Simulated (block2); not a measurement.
**BH2Cl (SMILES [H]B([H])Cl): DMRG/STO-3G**

Aim: the vertical singlet–triplet gap of BH2Cl at DMRG/STO-3G, from 2 runs. Input form: a Python script.

Program for the calculation: block2 0.5.4.

5 further runs of the same task are left out: 1 that didn't finish, 4 set aside as unsound or not needed.

**1. The molecule**

BH2Cl: 4 atoms, total charge 0, spin state singlet. As SMILES, `[H]B([H])Cl`. The shape is that of a GFN2-xTB optimisation.

Bond lengths: B1–Cl4 1.673 Å, B1–H2 1.172 Å, B1–H3 1.172 Å. Angles: H2–B1–Cl4 119.1°, H3–B1–Cl4 119.0°, H2–B1–H3 121.9°.

**2. A single-point energy at DMRG/STO-3G**

File mol.xyz:

```xyz
4
BClH2
B      0.069310     0.114420    -0.000410
H      1.240090     0.070720     0.015540
H     -0.512130     1.131590    -0.018950
Cl    -0.797280    -1.316740     0.003830
```

File block2_dmrg.py:

```python
import numpy as np
from pyscf import cc, dft, gto, mcscf, mp, scf
from pyblock2._pyscf.ao2mo import integrals as itg
from pyblock2.driver.core import DMRGDriver, SymmetryTypes

geom = "mol.xyz"
mol = gto.M(
    atom=geom,
    basis="sto-3g",
    verbose=3,
    max_memory=2000,
)
print("nao = %d" % (mol.nao))
mf = scf.RHF(mol)
mf.conv_tol = 1e-10
mf.max_cycle = 200
mf.kernel()
if not mf.converged:
    mf = mf.newton().run(mf.mo_coeff, mf.mo_occ)
print(f"E(HF) = {mf.e_tot:.10f}")
ref = mf
pt = mp.MP2(ref, frozen=6).run()
mycc = cc.CCSD(ref, frozen=6)
mycc.max_cycle = 150
mycc.kernel()
print(f"E(MP2) = {pt.e_tot:.10f}")
if mycc.converged:
    print(f"E(CCSD) = {mycc.e_tot:.10f}")
    print(f"E(CCSD(T)) = {mycc.e_tot + mycc.ccsd_t():.10f}")
    print("T1 = %.4f" % (mycc.get_t1_diagnostic()))
ks = dft.RKS(mol, xc="bhandhlyp").set(conv_tol=1e-9, verbose=3).run()
if ks.converged:
    print("E(BHLYP) = %.8f" % (ks.e_tot))
ks = dft.RKS(mol, xc="lda,vwn5").set(conv_tol=1e-9, verbose=3).run()
if ks.converged:
    print(f"E(SVWN5) = {ks.e_tot:.8f}")
ks = dft.RKS(mol, xc="pbe0").set(conv_tol=1e-9, verbose=3).run()
if ks.converged:
    print(f"E(PBE0) = {ks.e_tot:.8f}")
ks = dft.RKS(mol, xc="b3lyp").set(conv_tol=1e-9, verbose=3).run()
if ks.converged:
    print(f"E(B3LYP) = {ks.e_tot:.8f}")
ncas, n_elec, spin, ecore, h1e, g2e, orb_sym = itg.get_rhf_integrals(mf, ncore=6, ncas=10, pg_symm=False, g2e_symm=8)
dmrg = DMRGDriver(scratch="./tmp", symm_type=SymmetryTypes.SU2, stack_mem=1500 << 20, n_threads=1)
dmrg.initialize_system(n_sites=ncas, n_elec=n_elec, spin=spin, orb_sym=orb_sym)
mpo = dmrg.get_qc_mpo(h1e=h1e, g2e=g2e, ecore=ecore, iprint=1)
occs = np.array([1.8] * 6 + [0.2] * 4)
psi = dmrg.get_random_mps(tag="GS", bond_dim=25, nroots=1, occs=occs)
bond_dims = [25] * 2 + [50] * 2 + [100] * 3
noises = [0.0001] * 2 + [0.0001] * 2 + [1e-05] * 3 + [0]
thrds = [1e-07] * 7
e = dmrg.dmrg(mpo, psi, n_sweeps=13, tol=1e-06, bond_dims=bond_dims, noises=noises, thrds=thrds, iprint=1)
ms, dws, es = dmrg.get_dmrg_results()
print("discarded weight = %.3e" % (dws[-1]))
print("E(final) = %.10f" % (e))
dm1 = dmrg.get_1pdm(psi)
print("natural occupations =", np.round(np.linalg.eigvalsh(dm1)[::-1], 5).tolist())
c_act = mf.mo_coeff[:, 6:16]
dm_ao = c_act @ dm1 @ c_act.T + 2 * mf.mo_coeff[:, :6] @ mf.mo_coeff[:, :6].T
print("dipole moment (debye) =", np.round(scf.hf.dip_moment(mol, dm_ao, verbose=0), 4).tolist())
print("max block entropy = %.4f" % (max(dmrg.get_bipartite_entanglement(psi))))
csf, coef = dmrg.get_csf_coefficients(psi, cutoff=0.08, iprint=1)
print(f"leading coefficient squared = {np.max(np.abs(coef)) ** 2:.4f}")
ci = mcscf.CASCI(mf, 10, (6, 6))
ci.fix_spin_(ss=0)
ci.fcisolver.conv_tol = 1e-10
ci.fcisolver.max_cycle = 200
ci.kernel()
print(f"FCI energy = {ci.e_tot:.10f}")
```

On the command line:

```
python block2_dmrg.py
```

Standard output:

```text
nao = 16
converged SCF energy = -480.124577114114
E(HF) = -480.1245771141
E(RMP2) = -480.168054882377  E_corr = -0.0434777682633822
E(SCS-RMP2) = -480.172460597194  E_corr = -0.0478834830808699
E(CCSD) = -480.1826762106151  E_corr = -0.05809909650148827
E(MP2) = -480.1680548824
E(CCSD) = -480.1826762106
CCSD(T) correction = -0.00135066902504841
E(CCSD(T)) = -480.1840268796
T1 = 0.0136
converged SCF energy = -480.940368994452
E(BHLYP) = -480.94036899
converged SCF energy = -479.092653921091
E(SVWN5) = -479.09265392
converged SCF energy = -480.761660227149
E(PBE0) = -480.76166023
converged SCF energy = -480.93370388452
E(B3LYP) = -480.93370388
integral symmetrize error =  0.0
integral cutoff error =  0.0
mpo terms =       5865

Build MPO | Nsites =    10 | Nterms =       5865 | Algorithm = FastBIP | Cutoff = 1.00e-20
 Site =     0 /    10 .. Mmpo =    13 DW = 0.00e+00 NNZ =       13 SPT = 0.0000 Tmvc = 0.001 T = 0.004
 Site =     1 /    10 .. Mmpo =    42 DW = 0.00e+00 NNZ =      160 SPT = 0.7070 Tmvc = 0.001 T = 0.003
 Site =     2 /    10 .. Mmpo =    64 DW = 0.00e+00 NNZ =      329 SPT = 0.8776 Tmvc = 0.001 T = 0.003
 Site =     3 /    10 .. Mmpo =    94 DW = 0.00e+00 NNZ =      551 SPT = 0.9084 Tmvc = 0.001 T = 0.005
 Site =     4 /    10 .. Mmpo =   132 DW = 0.00e+00 NNZ =      771 SPT = 0.9379 Tmvc = 0.002 T = 0.007
 Site =     5 /    10 .. Mmpo =    94 DW = 0.00e+00 NNZ =     2648 SPT = 0.7866 Tmvc = 0.002 T = 0.009
 Site =     6 /    10 .. Mmpo =    64 DW = 0.00e+00 NNZ =      545 SPT = 0.9094 Tmvc = 0.001 T = 0.003
 Site =     7 /    10 .. Mmpo =    42 DW = 0.00e+00 NNZ =      333 SPT = 0.8761 Tmvc = 0.000 T = 0.002
 Site =     8 /    10 .. Mmpo =    14 DW = 0.00e+00 NNZ =      170 SPT = 0.7109 Tmvc = 0.000 T = 0.001
 Site =     9 /    10 .. Mmpo =     1 DW = 0.00e+00 NNZ =       14 SPT = 0.0000 Tmvc = 0.000 T = 0.000
Ttotal =      0.037 Tmvc-total = 0.008 MPO bond dimension =   132 MaxDW = 0.00e+00
NNZ =         5534 SIZE =        43385 SPT = 0.8724

Rank =     0 Ttotal =      0.039 MPO method = FastBipartite bond dimension =     132 NNZ =         5534 SIZE =        43385 SPT = 0.8724

Sweep =    0 | Direction =  forward | Bond dimension =   25 | Noise =  1.00e-04 | Dav threshold =  1.00e-07
Time elapsed =      0.109 | E =    -480.1411140646 | DW = 8.75815e-09

Sweep =    1 | Direction = backward | Bond dimension =   25 | Noise =  1.00e-04 | Dav threshold =  1.00e-07
Time elapsed =      0.342 | E =    -480.1599693609 | DE = -1.89e-02 | DW = 1.90496e-06

Sweep =    2 | Direction =  forward | Bond dimension =   50 | Noise =  1.00e-04 | Dav threshold =  1.00e-07
Time elapsed =      0.766 | E =    -480.1820498522 | DE = -2.21e-02 | DW = 5.38199e-06

Sweep =    3 | Direction = backward | Bond dimension =   50 | Noise =  1.00e-04 | Dav threshold =  1.00e-07
Time elapsed =      1.257 | E =    -480.1836301870 | DE = -1.58e-03 | DW = 6.33038e-06

Sweep =    4 | Direction =  forward | Bond dimension =  100 | Noise =  1.00e-05 | Dav threshold =  1.00e-07
Time elapsed =      2.075 | E =    -480.1840416278 | DE = -4.11e-04 | DW = 1.03432e-07

Sweep =    5 | Direction = backward | Bond dimension =  100 | Noise =  1.00e-05 | Dav threshold =  1.00e-07
Time elapsed =      3.189 | E =    -480.1842582017 | DE = -2.17e-04 | DW = 1.61691e-06

Sweep =    6 | Direction =  forward | Bond dimension =  100 | Noise =  1.00e-05 | Dav threshold =  1.00e-07
Time elapsed =      4.235 | E =    -480.1842622086 | DE = -4.01e-06 | DW = 1.77482e-06

Sweep =    7 | Direction = backward | Bond dimension =  100 | Noise =  0.00e+00 | Dav threshold =  1.00e-07
Time elapsed =      5.308 | E =    -480.1842633800 | DE = -1.17e-06 | DW = 1.69405e-06

Sweep =    8 | Direction =  forward | Bond dimension =  100 | Noise =  0.00e+00 | Dav threshold =  1.00e-07
Time elapsed =      6.344 | E =    -480.1842633591 | DE = 2.09e-08 | DW = 1.68648e-06

discarded weight = 1.686e-06
E(final) = -480.1842633591
natural occupations = [1.9996, 1.99853, 1.98504, 1.98213, 1.97885, 1.97856, 0.02166, 0.01968, 0.01824, 0.01769]
dipole moment (debye) = [0.3647, 0.6023, -0.002]
max block entropy = 0.2712
mps center changed (temporarily)
DTRIE T =      0.001
Number of CSF =          1 (cutoff =      0.08)
Sum of weights of included CSF =    0.958731263613277

CSF          0 2222220000  =    0.979148233728314
leading coefficient squared = 0.9587
CASCI E = -480.184271140476  E(CI) = -31.0154957543918  S^2 = 0.0000000
FCI energy = -480.1842711405
```

Run time: 15 s. Hardware: 1 thread of Intel Xeon at 2.50GHz (Skylake/Cascade Lake), shared host; peak memory 0.31 GiB.

**3. The triplet: a single-point energy at DMRG/STO-3G**

File dmrg.py:

```python
import numpy as np
from pyscf import cc, dft, gto, mcscf, mp, scf
from pyblock2._pyscf.ao2mo import integrals as itg
from pyblock2.driver.core import DMRGDriver, SymmetryTypes

mol = gto.M(atom=[
    ("B", (0.069310, 0.114420, -0.000410)),
    ("H", (1.240090, 0.070720, 0.015540)),
    ("H", (-0.512130, 1.131590, -0.018950)),
    ("Cl", (-0.797280, -1.316740, 0.003830)),
], basis="sto-3g", spin=2, verbose=3)
print("nao = %d" % (mol.nao))
mf = scf.ROHF(mol)
mf.conv_tol = 1e-10
mf.max_cycle = 200
mf.kernel()
if not mf.converged:
    mf = mf.newton().run(mf.mo_coeff, mf.mo_occ)
print("E(SCF) = %.10f" % (mf.e_tot))
# single-reference ladder for comparison
ref = scf.UHF(mol).run(mf.make_rdm1(), conv_tol=1e-10)
pt = mp.MP2(ref, frozen=6).run()
mycc = cc.CCSD(ref, frozen=6)
mycc.max_cycle = 150
mycc.kernel()
print("MP2 total energy = %.10f" % (pt.e_tot))
if mycc.converged:
    print("E(CCSD) = %.10f" % (mycc.e_tot))
    print(f"CCSD(T) total energy = {mycc.e_tot + mycc.ccsd_t():.10f}")
# a few density functionals on the same geometry and basis
ks = dft.UKS(mol, xc="bhandhlyp").set(conv_tol=1e-9, verbose=3).run(mf.make_rdm1())
if ks.converged:
    print(f"E(BHLYP) = {ks.e_tot:.8f}")
ks = dft.UKS(mol, xc="lda,vwn5").set(conv_tol=1e-9, verbose=3).run(mf.make_rdm1())
if ks.converged:
    print("E(SVWN5) = %.8f" % (ks.e_tot))
ks = dft.UKS(mol, xc="pbe0").set(conv_tol=1e-9, verbose=3).run(mf.make_rdm1())
if ks.converged:
    print(f"E(PBE0) = {ks.e_tot:.8f}")
ks = dft.UKS(mol, xc="b3lyp").set(conv_tol=1e-9, verbose=3).run(mf.make_rdm1())
if ks.converged:
    print(f"E(B3LYP) = {ks.e_tot:.8f}")
ncas, n_elec, spin, ecore, h1e, g2e, orb_sym = itg.get_rhf_integrals(mf, ncore=6, ncas=10, pg_symm=False, g2e_symm=1)
drv = DMRGDriver(scratch="./tmp", symm_type=SymmetryTypes.SU2, stack_mem=1500 << 20, n_threads=1)
# order the orbitals along the chain
idx = drv.orbital_reordering(h1e, g2e, method="fiedler")
print("orbital order:", idx.tolist())
h1e = h1e[np.ix_(idx, idx)]
g2e = g2e[np.ix_(idx, idx, idx, idx)]
orb_sym = np.array(orb_sym)[idx]
drv.initialize_system(n_sites=ncas, n_elec=n_elec, spin=spin, orb_sym=orb_sym)
mpo = drv.get_qc_mpo(h1e=h1e, g2e=g2e, ecore=ecore, iprint=1)
mps = drv.get_random_mps(tag="GS", bond_dim=75, nroots=1)
bond_dims = [75] * 3 + [100] * 3
noises = [0.0001] * 3 + [1e-05] * 3 + [0]
thrds = [1e-09] * 6
e = drv.dmrg(mpo, mps, n_sweeps=12, tol=1e-07, bond_dims=bond_dims, noises=noises, thrds=thrds, iprint=2)
ms, dws, es = drv.get_dmrg_results()
print("DW = %.3e" % (dws[-1]))
print(f"total energy = {e:.10f}")
dm1 = drv.get_1pdm(mps)
print("NOONs =", np.round(np.linalg.eigvalsh(dm1)[::-1], 5).tolist())
c_act = mf.mo_coeff[:, 6:16][:, idx]
dm_ao = c_act @ dm1 @ c_act.T + 2 * mf.mo_coeff[:, :6] @ mf.mo_coeff[:, :6].T
print("dipole / D =", np.round(scf.hf.dip_moment(mol, dm_ao, verbose=0), 4).tolist())
print("max block entropy = %.4f" % (max(drv.get_bipartite_entanglement(mps))))
# FCI check
ci = mcscf.CASCI(mf, 10, (7, 5))
ci.fix_spin_(ss=2)
ci.fcisolver.conv_tol = 1e-10
ci.fcisolver.max_cycle = 200
ci.kernel()
print("E(FCI) = %.10f" % (ci.e_tot))
```

On the command line:

```
python dmrg.py
```

Standard output:

```text
nao = 16
converged SCF energy = -479.890713625799
E(SCF) = -479.8907136258
converged SCF energy = -479.892177639578  <S^2> = 2.0033856  2S+1 = 3.0022562
E(UMP2) = -479.932448050419  E_corr = -0.0402704108410617
E(SCS-UMP2) = -479.934697566248  E_corr = -0.0425199266694996
E(UCCSD) = -479.9523884558032  E_corr = -0.06021081622496312
MP2 total energy = -479.9324480504
E(CCSD) = -479.9523884558
UCCSD(T) correction = -0.000929295907553195
CCSD(T) total energy = -479.9533177517

WARN: HOMO -0.104766974113957 >= LUMO -0.152556688786437

WARN: HOMO -0.107070783583267 >= LUMO -0.150887786192854

WARN: HOMO -0.106971583094265 >= LUMO -0.150796834494683

WARN: HOMO -0.108632486869207 >= LUMO -0.150525284703866

WARN: HOMO -0.108543726102943 >= LUMO -0.150417840795985

WARN: HOMO -0.108570124301295 >= LUMO -0.150428340940101

WARN: HOMO -0.108561974422442 >= LUMO -0.150417742885006

WARN: HOMO -0.108560935454924 >= LUMO -0.150418497157709

WARN: HOMO -0.10856082502701 >= LUMO -0.150418433647252

converged SCF energy = -480.720782647485  <S^2> = 2.0017809  2S+1 = 3.001187
E(BHLYP) = -480.72078265

WARN: HOMO -0.000704292441326859 >= LUMO -0.207812735484863

WARN: HOMO -0.010270932699508 >= LUMO -0.196671454186772

WARN: HOMO 0.00452059998475285 >= LUMO -0.206952933250425

WARN: HOMO 0.00110391688028072 >= LUMO -0.208051929536916

WARN: HOMO 0.00134968060341073 >= LUMO -0.208196278957961

WARN: HOMO 0.00133994048917985 >= LUMO -0.208184263780515

WARN: HOMO 0.00134051565207388 >= LUMO -0.208182764275796

WARN: HOMO 0.00134077092260942 >= LUMO -0.208182591419439

converged SCF energy = -478.89656374626  <S^2> = 2.0007087  2S+1 = 3.0004724
E(SVWN5) = -478.89656375

WARN: HOMO -0.0586263151637977 >= LUMO -0.186120783682294

WARN: HOMO -0.0633434560136865 >= LUMO -0.183617133861995

WARN: HOMO -0.058866805320994 >= LUMO -0.184332407739554

WARN: HOMO -0.0610340658463926 >= LUMO -0.184414886137591

[... 13 lines left out ...]
WARN: HOMO -0.0541241247369744 >= LUMO -0.190845418421384
[... 17 lines left out ...]
integral cutoff error =  0.0
[... 38 lines left out ...]
 --> Site =    8-   9 .. Mmps =   16 Ndav =   1 E =   -479.9466972631 Error = 1.02e-20 FLOPS = 2.44e+08 Tdav = 0.00 T = 0.02
[... 17 lines left out ...]
 <-- Site =    0-   1 .. Mmps =   29 Ndav =   1 E =   -479.9535655914 Error = 1.30e-20 FLOPS = 2.64e+08 Tdav = 0.00 T = 0.02
[... 17 lines left out ...]
 --> Site =    8-   9 .. Mmps =   14 Ndav =   1 E =   -479.9535798940 Error = 6.08e-21 FLOPS = 2.89e+08 Tdav = 0.00 T = 0.01
[... 17 lines left out ...]
 <-- Site =    0-   1 .. Mmps =   29 Ndav =   1 E =   -479.9536522050 Error = 1.22e-20 FLOPS = 5.04e+08 Tdav = 0.00 T = 0.02
[... 17 lines left out ...]
 --> Site =    8-   9 .. Mmps =   16 Ndav =   1 E =   -479.9536565875 Error = 9.13e-21 FLOPS = 1.38e+08 Tdav = 0.00 T = 0.02
[... 17 lines left out ...]
 <-- Site =    0-   1 .. Mmps =   30 Ndav =   1 E =   -479.9536579796 Error = 2.03e-20 FLOPS = 3.36e+08 Tdav = 0.00 T = 0.02
[... 17 lines left out ...]
 --> Site =    8-   9 .. Mmps =    8 Ndav =   1 E =   -479.9536601015 Error = 6.44e-21 FLOPS = 3.64e+07 Tdav = 0.00 T = 0.01
[... 17 lines left out ...]
 <-- Site =    0-   1 .. Mmps =   10 Ndav =   1 E =   -479.9536601258 Error = 9.14e-21 FLOPS = 4.73e+07 Tdav = 0.00 T = 0.01
[... 12 lines left out ...]
 --> Site =    3-   4 .. Mmps =  100 Ndav =   4 E =   -479.9536717103 Error = 3.20e-06 FLOPS = 4.17e+09 Tdav = 0.05 T = 0.19
 --> Site =    4-   5 .. Mmps =  100 Ndav =   4 E =   -479.9536691144 Error = 2.25e-06 FLOPS = 5.36e+09 Tdav = 0.07 T = 0.40
 --> Site =    5-   6 .. Mmps =  100 Ndav =   3 E =   -479.9536601208 Error = 3.08e-19 FLOPS = 2.79e+09 Tdav = 0.02 T = 0.32
 --> Site =    6-   7 .. Mmps =   44 Ndav =   1 E =   -479.9536601208 Error = 2.32e-20 FLOPS = 1.25e+09 Tdav = 0.00 T = 0.08
 --> Site =    7-   8 .. Mmps =   18 Ndav =   1 E =   -479.9536601208 Error = 2.36e-20 FLOPS = 3.30e+08 Tdav = 0.00 T = 0.03
 --> Site =    8-   9 .. Mmps =    8 Ndav =   1 E =   -479.9536601208 Error = 4.31e-21 FLOPS = 3.30e+07 Tdav = 0.00 T = 0.01
[... 8 lines left out ...]
Sweep =    9 | Direction = backward | Bond dimension =  100 | Noise =  0.00e+00 | Dav threshold =  1.00e-08
 <-- Site =    8-   9 .. Mmps =    3 Ndav =   1 E =   -479.9536601208 Error = 0.00e+00 FLOPS = 3.13e+07 Tdav = 0.00 T = 0.01
 <-- Site =    7-   8 .. Mmps =   10 Ndav =   1 E =   -479.9536601208 Error = 0.00e+00 FLOPS = 3.19e+08 Tdav = 0.00 T = 0.02
 <-- Site =    6-   7 .. Mmps =   34 Ndav =   1 E =   -479.9536601208 Error = 0.00e+00 FLOPS = 1.31e+09 Tdav = 0.00 T = 0.06
 <-- Site =    5-   6 .. Mmps =   85 Ndav =   1 E =   -479.9536601208 Error = 2.38e-22 FLOPS = 2.55e+09 Tdav = 0.01 T = 0.30
 <-- Site =    4-   5 .. Mmps =  100 Ndav =   4 E =   -479.9536691152 Error = 2.25e-06 FLOPS = 5.22e+09 Tdav = 0.07 T = 0.42
 <-- Site =    3-   4 .. Mmps =  100 Ndav =   4 E =   -479.9536717080 Error = 3.20e-06 FLOPS = 4.26e+09 Tdav = 0.05 T = 0.20
 <-- Site =    2-   3 .. Mmps =   92 Ndav =   2 E =   -479.9536601282 Error = 9.89e-20 FLOPS = 1.99e+09 Tdav = 0.01 T = 0.09
 <-- Site =    1-   2 .. Mmps =   30 Ndav =   1 E =   -479.9536601282 Error = 4.02e-20 FLOPS = 6.56e+08 Tdav = 0.00 T = 0.05
 <-- Site =    0-   1 .. Mmps =   10 Ndav =   1 E =   -479.9536601282 Error = 3.04e-21 FLOPS = 7.47e+07 Tdav = 0.00 T = 0.01
Time elapsed =     10.868 | E =    -479.9536717080 | DE = 2.26e-09 | DW = 3.20095e-06
Time sweep =        1.163 | 596 MFLOP/SWP
 | Dmem = 1.49 MB (8%) | Imem = 98.3 KB (97%) | Hmem = 27.2 MB | Wmem = 67.7 KB | Pmem = 0 B
 | Tread = 0.009 | Twrite = 0.015 | Tfpread = 0.009 | Tfpwrite = 0.013 | Tmporead = 0.000
 | data = 3.62 MB | cpsd = 2.57 MB | Tasync = 0.000
 | Trot = 0.032 | Tctr = 0.000 | Tint = 0.001 | Tmid = 0.000 | Tdctr = 0.001 | Tdiag = 0.009 | Tinfo = 0.006
 | Teff = 0.899 | Tprt = 0.000 | Teig = 0.143 | Tblk = 1.106 | Tmve = 0.056 | Tdm = 0.000 | Tsplt = 0.009 | Tsvd = 0.000 | Torth = 0.000

DW = 3.201e-06
total energy = -479.9536717080
NOONs = [1.99946, 1.9958, 1.98078, 1.97115, 1.96682, 1.01583, 1.00375, 0.03108, 0.01934, 0.01597]
dipole / D = [-0.3228, -0.5327, 0.0018]
max block entropy = 0.3440
CASCI E = -479.953685204779  E(CI) = -30.7847652615200  S^2 = 2.0000000
E(FCI) = -479.9536852048
```

Wall time 22 s (1 thread of Intel Xeon at 2.50GHz (Skylake/Cascade Lake), shared host); peak memory 0.32 GiB.

**4. Summary of results**

Level: DMRG/STO-3G, 6 core orbitals frozen.

| quantity | value |
| --- | --- |
| run 1, DMRG/STO-3G: total energy | -480.18426 Eh |
| run 1, DMRG/STO-3G: dipole moment (of the density that the program reports) | 0.70 D |
| run 1, DMRG/STO-3G: T1 diagnostic of the CCSD step | 0.014 |
| triplet: total energy | -479.95367 Eh |
| triplet: dipole moment (of the density that the program reports) | 0.62 D |
| vertical energy of the triplet above the singlet | 6.275 eV |

In words: At this shape the triplet lies 6.27 eV (605 kJ/mol) above the singlet. In a minimal basis such a difference can be off by several eV, whatever the method.
